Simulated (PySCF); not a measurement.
# One shape, several levels: C4H8 (isobutene)

We compute a comparison of 6 runs (HF/3-21G, HF/def2-SVP, HF/def2-TZVP, B3LYP/6-31G*, PBE0/def2-SVP, PBE0/def2-TZVP) of C4H8 (isobutene). The job is set up through a Python script.

The calculation is run with PySCF 2.14.0.

### Step 1. The system as given

C4H8 has 12 atoms, charge 0, and is taken as a singlet. As SMILES, `C=C(C)C`. The shape is that of a PBE0-D4/def2-TZVP optimisation.

Bond lengths: C1–C2 1.329 Å, C2–C3 1.496 Å, C2–C4 1.496 Å, C1–H5 1.085 Å, C1–H6 1.085 Å, C3–H7 1.095 Å, C3–H8 1.091 Å, C3–H9 1.095 Å, C4–H10 1.095 Å, C4–H11 1.091 Å, C4–H12 1.095 Å. Some angles: C1–C2–C3 122.2°, C1–C2–C4 122.2°, C3–C2–C4 115.7°, C2–C1–H5 121.4°, C2–C1–H6 121.4°, C2–C3–H7 110.8°, C2–C3–H8 111.8°, C2–C3–H9 110.8°, C2–C4–H10 110.8°, C2–C4–H11 111.8°.

### Step 2. Energy and gradient at HF/3-21G (run 1)

Contents of job.py:

```python
import pyscf.grad
from pyscf import gto, scf

mol = gto.M(
    atom=[
    ('C', (-0.574120, 1.411480, -0.250890)),
    ('C', (-0.080110, 0.196690, -0.034980)),
    ('C', (0.052960, -0.375770, 1.340390)),
    ('C', (0.379100, -0.686080, -1.151630)),
    ('H', (-0.665480, 1.815140, -1.253360)),
    ('H', (-0.904100, 2.041770, 0.567700)),
    ('H', (-0.516670, -1.306910, 1.430310)),
    ('H', (-0.299190, 0.318290, 2.104310)),
    ('H', (1.096630, -0.627710, 1.556930)),
    ('H', (-0.178340, -1.628870, -1.155760)),
    ('H', (0.254300, -0.208180, -2.123920)),
    ('H', (1.435040, -0.949860, -1.029100)),
],
    basis='3-21g',
    spin=0,
    max_memory=1860,
    verbose=4,
)

hf = scf.RHF(mol)
hf.conv_tol = 1e-10
hf.kernel()
if not hf.converged:
    hf = hf.newton().run(hf.mo_coeff, hf.mo_occ)

energy = hf.e_tot
print('E(%s) = %.9f' % ('HF', energy))
grad = hf.Gradients().kernel()
hf.analyze()
```

Started as:

```console
$ OMP_NUM_THREADS=1 python job.py
```

The log of the run:

```text
PySCF version 2.14.0

[... 81 lines left out ...]
Nuclear Repulsion Energy =             120.176034569319000
[... 8 lines left out ...]
MO #3   energy= -11.1597068563686  occ= 2
[... 6 lines left out ...]
MO #10  energy= -0.612733384344684 occ= 2
[... 6 lines left out ...]
MO #17  energy= 0.192187622102374  occ= 0
[... 6 lines left out ...]
MO #24  energy= 0.362617542297933  occ= 0
[... 6 lines left out ...]
MO #31  energy= 0.94428901114997   occ= 0
[... 6 lines left out ...]
MO #38  energy= 1.19285169928671   occ= 0
[... 6 lines left out ...]
MO #45  energy= 1.40198312936954   occ= 0
[... 6 lines left out ...]
MO #52  energy= 2.31349004270531   occ= 0
[... 67 lines left out ...]
Dipole moment(X, Y, Z, Debye):  0.18356, -0.45236,  0.08035
```

Wall time 1.8 s (1 thread of Intel Xeon at 2.70GHz, shared host); peak memory 0.13 GiB.

### Step 3. Energy and forces at HF/def2-SVP (run 2)

Contents of mol.xyz:

```xyz
12

C     -0.574120     1.411480    -0.250890
C     -0.080110     0.196690    -0.034980
C      0.052960    -0.375770     1.340390
C      0.379100    -0.686080    -1.151630
H     -0.665480     1.815140    -1.253360
H     -0.904100     2.041770     0.567700
H     -0.516670    -1.306910     1.430310
H     -0.299190     0.318290     2.104310
H      1.096630    -0.627710     1.556930
H     -0.178340    -1.628870    -1.155760
H      0.254300    -0.208180    -2.123920
H      1.435040    -0.949860    -1.029100
```

Contents of run.py:

```python
from pyscf import gto, scf

mol = gto.M(
    atom='mol.xyz',
    max_memory=1860,
    verbose=4,
    charge=0,
    basis='def2-svp',
    spin=0,
)

mf = scf.RHF(mol)
mf.conv_tol = 1e-10
mf.kernel()
if not mf.converged:
    mf = mf.newton().run(mf.mo_coeff, mf.mo_occ)

e_final = mf.e_tot
print('E(%s) = %.9f' % ('HF', e_final))
grad = mf.nuc_grad_method().kernel()
mf.analyze()
```

Started as:

```console
$ OMP_NUM_THREADS=1 python run.py
```

The log of the run:

```text
PySCF version 2.14.0

[... 94 lines left out ...]
MO #5   energy= -1.08167993791635  occ= 2
[... 12 lines left out ...]
MO #18  energy= 0.175991989702875  occ= 0
[... 12 lines left out ...]
MO #31  energy= 0.623333145716534  occ= 0
[... 12 lines left out ...]
MO #44  energy= 0.915870811805761  occ= 0
[... 12 lines left out ...]
MO #57  energy= 1.76009110671813   occ= 0
[... 12 lines left out ...]
MO #70  energy= 2.11560702975564   occ= 0
[... 12 lines left out ...]
MO #83  energy= 2.73998777922259   occ= 0
[... 12 lines left out ...]
MO #96  energy= 3.63934692930848   occ= 0
[... 111 lines left out ...]
Dipole moment(X, Y, Z, Debye):  0.20660, -0.50880,  0.09039
```

Wall time 8.4 s (1 thread of Intel Xeon at 2.70GHz, shared host); peak memory 0.2 GiB.

Runs 3 to 5 aren't shown in full; the table further down has their settings and results.

### Step 4. Energy and gradient at PBE0/def2-TZVP (run 6)

Contents of input.py:

```python
# C=C(C)C
from pyscf import gto, dft

molecule = gto.M(
    atom='''
C       -0.574120       1.411480      -0.250890
C       -0.080110       0.196690      -0.034980
C        0.052960      -0.375770       1.340390
C        0.379100      -0.686080      -1.151630
H       -0.665480       1.815140      -1.253360
H       -0.904100       2.041770       0.567700
H       -0.516670      -1.306910       1.430310
H       -0.299190       0.318290       2.104310
H        1.096630      -0.627710       1.556930
H       -0.178340      -1.628870      -1.155760
H        0.254300      -0.208180      -2.123920
H        1.435040      -0.949860      -1.029100
''',
    verbose=3,
    spin=0,
    basis='def2-tzvp',
    max_memory=1860,
)

mf = dft.RKS(molecule)
mf.xc = 'pbe0'
mf.conv_tol = 1e-10
mf.grids.level = 5
mf.kernel()
if not mf.converged:
    mf = mf.newton().run(mf.mo_coeff, mf.mo_occ)

e_final = mf.e_tot
print(f'total energy: {e_final:.8f} hartree')
grad = mf.nuc_grad_method().kernel()
mf.analyze()
```

Started as:

```console
$ OMP_NUM_THREADS=1 python input.py
```

The log of the run:

```text
converged SCF energy = -157.080356854697
[... 21 lines left out ...]
MO #12  energy= -0.397834522898435 occ= 2
[... 19 lines left out ...]
MO #32  energy= 0.274779883267321  occ= 0
[... 19 lines left out ...]
MO #52  energy= 0.635370971823397  occ= 0
[... 19 lines left out ...]
MO #72  energy= 1.38546634881759   occ= 0
[... 19 lines left out ...]
MO #92  energy= 1.979406058319     occ= 0
[... 19 lines left out ...]
MO #112 energy= 2.62102833197191   occ= 0
[... 19 lines left out ...]
MO #132 energy= 3.2285921956684    occ= 0
[... 19 lines left out ...]
MO #152 energy= 4.02557441007242   occ= 0
[... 19 lines left out ...]
MO #172 energy= 22.9793471359898   occ= 0
[... 13 lines left out ...]
Dipole moment(X, Y, Z, Debye):  0.21381, -0.52644,  0.09353
```

Run time: 1.8 min. Hardware: 1 thread of Intel Xeon at 2.70GHz, shared host; peak memory 2.3 GiB.

### Step 5. Overview of the runs

```
run                               level  Cartesian functions  integration grid  energy (Eh)  dipole moment (D)  HOMO energy (eV)  LUMO energy (eV)  wall time
  1                            HF/3-21G                   no                 –  -155.246150               0.49             -9.37              5.23      1.8 s
  2                         HF/def2-SVP                   no                 –  -156.001401               0.56             -9.45              4.79      8.4 s
  3                        HF/def2-TZVP                   no                 –  -156.170168               0.57             -9.45              3.75       55 s
  4  B3LYP/6-31G* (Cartesian functions)                  yes                 5  -157.226908               0.52             -6.52              0.90       29 s
  5                       PBE0/def2-SVP                   no                 5  -156.911792               0.60             -6.98              0.80       38 s
  6                      PBE0/def2-TZVP                   no                 5  -157.080357               0.58             -7.04              0.56    1.8 min
```

### Step 6. Outcome

| quantity | value |
| --- | --- |
| run 6: total energy | -157.08036 Eh |
| run 6: dipole moment | 0.58 D |
| run 6: HOMO energy | -7.04 eV |
| run 6: LUMO energy | 0.56 eV |
| run 6: HOMO–LUMO gap | 7.60 eV |
| run 6: largest force on an atom | 0.011 eV/Å |

In words: The dipole moment (its size) runs from 0.49 D (HF/3-21G) to 0.60 D (PBE0/def2-SVP). The two ends differ in method and basis. The HOMO–LUMO gap runs from 7.43 eV (B3LYP/6-31G*) to 14.60 eV (HF/3-21G). Totals of different functionals can't be ranked against each other. All runs together took 4 min, the longest 1.8 min.
